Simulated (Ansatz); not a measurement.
# BH2 (boron dihydride): the zero-point energy at each level's own minimum, rung by rung

BH2, doublet, SMILES `[BH2]`. Each level relaxes the structure for itself.

Quantity: the zero-point energy at each level's own minimum, in kJ/mol. The values are calculated.

```json
{"level": "USVWN5/def2-TZVP", "kind": "LDA", "program": "Ansatz", "value (kJ/mol)": "36.5", "less CCSD(T)/def2-TZVP": "-1.6"}
{"level": "UPBE-D3(BJ)/def2-TZVP", "kind": "GGA", "program": "Ansatz", "value (kJ/mol)": "36.9", "less CCSD(T)/def2-TZVP": "-1.2"}
{"level": "U-r2SCAN/def2-TZVP", "kind": "meta-GGA", "program": "Ansatz", "value (kJ/mol)": "37.8", "less CCSD(T)/def2-TZVP": "-0.3"}
{"level": "UB3LYP-D4/def2-TZVP", "kind": "global hybrid", "program": "Ansatz", "value (kJ/mol)": "37.9", "less CCSD(T)/def2-TZVP": "-0.2"}
{"level": "UPBE0-D4/def2-TZVP", "kind": "global hybrid", "program": "Ansatz", "value (kJ/mol)": "37.8", "less CCSD(T)/def2-TZVP": "-0.3"}
{"level": "UCCSD(T)/def2-TZVP", "kind": "coupled cluster or CI", "program": "Ansatz", "value (kJ/mol)": "38.1", "less CCSD(T)/def2-TZVP": "0.0"}
```

Differences are taken from UCCSD(T)/def2-TZVP for orientation; it has basis-set and higher-order errors of its own. Harmonic and unscaled. The values span 36.5 to 38.1 kJ/mol.
